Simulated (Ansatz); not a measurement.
# [PH2]− (phosphanide): levels of theory compared

Wanted: a comparison of 6 runs (UHF/6-31G*, B3LYP/3-21G, r2SCAN0/3-21G, SVWN5/6-31G*, CCSDT(Q)/3-21G, BCCD(T)/6-31G*) of [PH2]− (phosphanide). 

Program for the calculation: Ansatz 0.2.0.

2 further runs of the same task are left out: 2 that didn't finish.

### 1 Starting point

The species is [PH2]− (3 atoms), meant as a singlet with charge -1. SMILES: `[PH2-]`. The H2–P1 distance was set to 2.018 Å, away from the relaxed value. At this shape a bond of the SMILES string is far longer than usual.

Bond lengths: P1–H3 1.345 Å. A long bond or contact: P1–H2 2.018 Å.

### 2 A single-point energy at UHF/6-31G(d) (spherical functions) (run 1)

The input, input.yaml:

```yaml
crystal:
  periodic: [false, false, false]
  atoms:
    - {symbol: P, position_ang: [0.695579, -0.935462, 0.285009]}
    - {symbol: H, position_ang: [0.105590, 0.990220, 0.165130]}
    - {symbol: H, position_ang: [-0.407841, -1.338532, -0.370221]}
basis:
  gaussian: {orbitals: 6-31G_st_-spherical.json}
total_charge: -1
magnetization: {spin_polarized: true, initial_magnetization: 0}
hamiltonian: {xc: hf}
accuracy: high
```

The basis set 6-31G* is read from a file made from the Basis Set Exchange's data (not shown).

Launch:

```console
$ ansatz run input.yaml --threads 1 --pin off --max-ram 2610MiB --events-out events.jsonl --progress --plain --runs-dir runs
```

Log:

```text
Warning: RAYON_NUM_THREADS=1 ignored (pool sized by the plan → 1); use --threads N
Functional definition: HF
  name "HF"
  exchange = exact_x
  correlation = 0
383 factors; integrals over basis functions are off by at most 3.4e-9 eV
mean field evaluation 1: about -9299.7438 eV, gradient 6.9e0 eV
mean field evaluation 2: about -9299.7642 eV, gradient 6.9e0 eV
mean field evaluation 4: about -9300.2848 eV, gradient 5.7e-1 eV
mean field evaluation 8: about -9300.2913 eV, gradient 5.2e-4 eV
mean field evaluation 16: about -9300.2793 eV, gradient 7.0e-1 eV
mean field evaluation 32: about -9300.2124 eV, gradient 8.8e-1 eV
mean field evaluation 64: about -9294.3203 eV, gradient 6.5e0 eV
mean field evaluation 96: about -9300.2913 eV, gradient 1.9e-3 eV
mean field -9300.29383615 eV, -341.7794945130 hartree, gradient 2.3e-8 eV, S^2 0.061921; 2 other end points of the search recorded, 0 dependent functions left out
reference -9300.29383615 eV, -341.7794945130 hartree; 9, 9 occupied and 13, 13 virtual orbitals, 383 factors
Total energy: -9300.29383615 eV, -341.7794945130 hartree
```

It took 0.26 s on 1 thread of Arm Neoverse V1, shared host.

### 3 The energy at B3LYP/3-21G (run 2)

The input, in.yaml:

```yaml
crystal:
  periodic: [false, false, false]
  atoms:
    - {symbol: P, position_ang: [0.695579, -0.935462, 0.285009]}
    - {symbol: H, position_ang: [0.105590, 0.990220, 0.165130]}
    - {symbol: H, position_ang: [-0.407841, -1.338532, -0.370221]}
basis:
  gaussian: {orbitals: 3-21G.json}
accuracy: high
hamiltonian: {xc: {name: B3LYP}}
total_charge: -1
```

The basis set 3-21G is read from a file made from the Basis Set Exchange's data (not shown).

Launch:

```console
$ ansatz run in.yaml --threads 1 --pin off --max-ram 2610MiB --events-out events.jsonl --progress --plain --runs-dir runs
```

Log:

```text
Warning: RAYON_NUM_THREADS=1 ignored (pool sized by the plan → 1); use --threads N
Functional definition: B3LYP
  name "B3LYP"
  parameter a0 = 0.2
  parameter ax = 0.72
  parameter ac = 0.81
  exchange = (1 - a0 - ax)*slater_x + ax*b88_x + a0*exact_x
  correlation = (1 - ac)*vwn_rpa_c + ac*lyp_c
319 factors; integrals over basis functions are off by at most 2.2e-9 eV
mean field evaluation 1: about -9271.9596 eV, gradient 7.7e0 eV
mean field evaluation 2: about -9271.8423 eV, gradient 8.7e0 eV
mean field evaluation 4: about -9272.1800 eV, gradient 5.0e-2 eV
mean field evaluation 8: about -9272.1737 eV, gradient 1.3e-4 eV
mean field evaluation 16: about -9272.1737 eV, gradient 1.2e-8 eV
mean field -9272.17371826 eV, -340.7460992409 hartree, gradient 1.2e-8 eV, S^2 0.000000; 0 other end points of the search recorded, 0 dependent functions left out
reference -9272.17374356 eV, -340.7461001706 hartree; 9, 9 occupied and 8, 8 virtual orbitals, 319 factors
Total energy: -9272.17374356 eV, -340.7461001706 hartree
```

Wall time 0.54 s (1 thread of Arm Neoverse V1, shared host).

Run 3 isn't shown in full; the table further down has it.

### 4 A single-point energy at SVWN5/6-31G(d) (spherical functions) (run 4)

The input, molecule.yaml:

```yaml
basis:
  gaussian:
    orbitals: 6-31G_st_-spherical.json
crystal:
  periodic: [false, false, false]
  atoms:
    - symbol: P
      position_ang: [0.695579, -0.935462, 0.285009]
    - symbol: H
      position_ang: [0.105590, 0.990220, 0.165130]
    - symbol: H
      position_ang: [-0.407841, -1.338532, -0.370221]
total_charge: -1
hamiltonian:
  xc: {name: SVWN5}
accuracy: high
```

The basis set 6-31G* is read from a file made from the Basis Set Exchange's data (not shown).

Launch:

```console
$ ansatz run molecule.yaml --threads 1 --pin off --max-ram 2610MiB --events-out events.jsonl --progress --plain --runs-dir runs
```

Log:

```text
Warning: RAYON_NUM_THREADS=1 ignored (pool sized by the plan → 1); use --threads N
Functional definition: SVWN5
  name "SVWN5"
  exchange = slater_x
  correlation = vwn5_c
383 factors; integrals over basis functions are off by at most 3.4e-9 eV
mean field evaluation 1: about -9283.2688 eV, gradient 8.9e0 eV
mean field evaluation 2: about -9282.1990 eV, gradient 1.7e1 eV
mean field evaluation 4: about -9283.5847 eV, gradient 5.4e-1 eV
mean field evaluation 8: about -9283.5790 eV, gradient 5.8e-3 eV
mean field evaluation 16: about -9283.5790 eV, gradient 2.1e-8 eV
mean field -9283.57904099 eV, -341.1652371205 hartree, gradient 1.5e-8 eV, S^2 0.000000; 0 other end points of the search recorded, 0 dependent functions left out
reference -9283.57904294 eV, -341.1652371921 hartree; 9, 9 occupied and 13, 13 virtual orbitals, 383 factors
Total energy: -9283.57904294 eV, -341.1652371921 hartree
```

Run time: 0.46 s. Hardware: 1 thread of Arm Neoverse V1, shared host.

Run 5 isn't shown in full; the table further down has it.

### 5 A single-point energy at BCCD(T)/6-31G(d) (spherical functions) (run 6)

The input, job.yaml:

```yaml
crystal:
  periodic: [false, false, false]
  atoms:
    - {symbol: P, position_ang: [0.695579, -0.935462, 0.285009]}
    - {symbol: H, position_ang: [0.105590, 0.990220, 0.165130]}
    - {symbol: H, position_ang: [-0.407841, -1.338532, -0.370221]}
basis:
  gaussian: {orbitals: 6-31G_st_-spherical.json}
total_charge: -1
correlation: {method: bccd_t, frozen_orbitals: {H: 0, P: 5}}
accuracy: high
scf: {omitted_lower_state_checks: [cluster_reference, increment]}
```

The basis set 6-31G* is read from a file made from the Basis Set Exchange's data (not shown).

Launch:

```console
$ ansatz run job.yaml --threads 1 --pin off --max-ram 2610MiB --events-out events.jsonl --progress --plain --runs-dir runs
```

Log, shortened:

```text
Warning: RAYON_NUM_THREADS=1 ignored (pool sized by the plan → 1); use --threads N
[... 2 set-up lines as earlier in the session ...]
[...]
383 factors; integrals over basis functions are off by at most 3.4e-9 eV
[...]
mean field -9300.29133113 eV, -341.7794024552 hartree, gradient 2.0e-8 eV, S^2 0.000000; 0 other end points of the search recorded, 0 dependent functions left out; unrestricted orbitals would lower it
5 core orbitals not correlated: weight in the atoms' cores, before any rotation towards them, 1.000 or more for the frozen orbitals, at most 0.000 for the correlated occupied ones
reference -9300.29133113 eV, -341.7794024552 hartree; 4, 4 occupied and 13, 13 virtual orbitals, 383 factors
second order -2.83837547 eV of doubles, -0.00000000 eV of singles
cycle   1  -3.34454343 eV  change   -5.1e-1 eV  update   7.5e-2
[...]
cycle  22  -3.60703369 eV  change  -7.9e-11 eV  update  1.8e-10
perturbative correction -0.11184283 eV, -0.0041101482 hartree
Total energy: -9304.01020765 eV, -341.9160686466 hartree
Checks for a lower state left out: cluster_reference, increment
```

It took 0.32 s on 1 thread of Arm Neoverse V1, shared host.

### 6 Overview of the runs

| run | level | frozen core orbitals | energy (Eh) | wall time |
| --- | --- | --- | --- | --- |
| 1 | UHF/6-31G* (spherical functions) | – | -341.779495 | 0.26 s |
| 2 | B3LYP/3-21G | – | -340.746100 | 0.54 s |
| 3 | r2SCAN0/3-21G | – | -340.677697 | 1.3 s |
| 4 | SVWN5/6-31G* (spherical functions) | – | -341.165237 | 0.46 s |
| 5 | CCSDT(Q)/3-21G | 5 | -340.146113 | 0.4 s |
| 6 | BCCD(T)/6-31G* (spherical functions) | 5 | -341.916069 | 0.32 s |

### 7 Outcome

```
                                          quantity          value
                               run 6: total energy  -341.91607 Eh
run 6: correlation energy (5 core orbitals frozen)     -136.7 mEh
                             run 6: (T) correction      -4.11 mEh
```

What this shows: Totals of different functionals can't be ranked against each other. In runs 5, 6 the log says that unrestricted orbitals would lower the reference, so the values rest on an unstable closed-shell determinant (other closed-shell runs at this shape may share the fault). All runs together took 3.3 s, the longest 1.3 s.
